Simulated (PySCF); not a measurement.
C5H7F.
Bonds: F1–C2, C2–C3 (double), C3–C4, C4–C5, C5–C6, C2–C6. Hydrogens: H7 on C3; H8, H9 on C4; H10, H11 on C5; H12, H13 on C6.

The same species was optimised twice, with GFN2-xTB and with PBE0-D3(BJ)/def2-SVP (PySCF), and the same property calculations (PySCF, gas phase) were run on both structures.

```tsv
coordinate	GFN2-xTB	PBE0-D3(BJ)/def2-SVP	change
F1–C2 (Å)	1.344	1.328	-0.016
C2=C3 (Å)	1.320	1.333	+0.013
C3–C4 (Å)	1.499	1.502	+0.003
C4–C5 (Å)	1.543	1.546	+0.003
C2–C6 (Å)	1.497	1.495	-0.002
C5–C6 (Å)	1.537	1.537	0.000
C3–C4–C5 (°)	104.1	103.5	-0.6
C2–C6–C5 (°)	102.1	101.6	-0.5
C2–C3–C4 (°)	110.3	109.9	-0.4
C4–C5–C6 (°)	105.9	106.1	+0.2
F1–C2–C6 (°)	119.4	119.4	0.0
C3–C2–C6 (°)	114.5	114.5	0.0
F1–C2–C3 (°)	126.1	126.1	0.0
```

Rotational constants: A = 7253, B = 3130, C = 2291 MHz (GFN2-xTB) against A = 7197, B = 3149, C = 2301 MHz (PBE0-D3(BJ)/def2-SVP).

On the GFN2-xTB structure: HOMO (eV) -6.87 [PBE0/pcSseg-1]; LUMO (eV) 0.84 [PBE0/pcSseg-1]; dipole (D) 1.72 [PBE0/pcSseg-1]; GIAO shielding of F1 (ppm) 293.6 [PBE0/pcSseg-1]; GIAO shielding of C2 (ppm) 14.0 [PBE0/pcSseg-1]; GIAO shielding of C3 (ppm) 78.5 [PBE0/pcSseg-1]; GIAO shielding of C4 (ppm) 156.0 [PBE0/pcSseg-1]; GIAO shielding of C5 (ppm) 164.1 [PBE0/pcSseg-1]; GIAO shielding of C6 (ppm) 153.5 [PBE0/pcSseg-1].

Question: What do these properties become on the PBE0-D3(BJ)/def2-SVP structure?

Answer: 
| property | level | on GFN2-xTB | on PBE0-D3(BJ)/def2-SVP | change |
| --- | --- | --- | --- | --- |
| HOMO (eV) | PBE0/pcSseg-1 | -6.87 | -6.80 | +0.07 |
| LUMO (eV) | PBE0/pcSseg-1 | 0.84 | 0.76 | -0.08 |
| dipole (D) | PBE0/pcSseg-1 | 1.72 | 1.59 | -0.13 |
| energy, GFN2-xTB geometry as zero (kcal/mol) | PBE0/pcSseg-1 | 0.0 | -0.3 | -0.3 |
| GIAO shielding of F1 (ppm) | PBE0/pcSseg-1 | 293.6 | 292.0 | -1.6 |
| GIAO shielding of C2 (ppm) | PBE0/pcSseg-1 | 14.0 | 12.1 | -1.9 |
| GIAO shielding of C3 (ppm) | PBE0/pcSseg-1 | 78.5 | 76.4 | -2.1 |
| GIAO shielding of C4 (ppm) | PBE0/pcSseg-1 | 156.0 | 154.5 | -1.5 |
| GIAO shielding of C5 (ppm) | PBE0/pcSseg-1 | 164.1 | 161.2 | -2.9 |
| GIAO shielding of C6 (ppm) | PBE0/pcSseg-1 | 153.5 | 152.5 | -1.0 |

The heavy atoms differ by 0.017 Å rms after alignment. Among bonds between heavy atoms F1–C2 changes most (-0.016 Å). Changes are differences of the printed values. Neither structure is proved a minimum here.
